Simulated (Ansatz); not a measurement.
This Ansatz (a quantum-chemistry and plane-wave program) input (CCSD(T)/aug-pcseg-3) gives -208.95239 Eh with 585 basis functions. A basis named .json is the Basis Set Exchange file of that set (core-valence sets with the plain set on hydrogen).

Ansatz 0.2 input:
```yaml
crystal:
  periodic: [false, false, false]
  atoms:
    - {symbol: O, position_ang: [0.40729498, 1.27979630, 0.29460394]}
    - {symbol: C, position_ang: [0.08163148, 0.13868104, 0.03256419]}
    - {symbol: N, position_ang: [0.99861611, -0.84680311, -0.18123877]}
    - {symbol: C, position_ang: [-1.37105389, -0.27916763, -0.07797619]}
    - {symbol: H, position_ang: [0.73494507, -1.78997243, -0.39805759]}
    - {symbol: H, position_ang: [-1.84573602, 0.32224419, -0.85323023]}
    - {symbol: H, position_ang: [-1.50787858, -1.33524955, -0.31016180]}
    - {symbol: H, position_ang: [-1.86875914, -0.05203685, 0.86465332]}
    - {symbol: H, position_ang: [1.97529047, -0.61281436, -0.11889194]}
basis:
  gaussian:
    orbitals: aug-pcseg-3
magnetization: {spin_polarized: false}
correlation: {method: ccsd_t, electrons: outside_noble_gas}
```

Change:
```diff
- orbitals: aug-pcseg-3
+ orbitals: def2-SV_P_.json
```

### Question
What does the run give now?

### Answer
-208.43843 Eh (CCSD(T)/def2-SV(P), 66 functions), a change of +513.96 mEh.
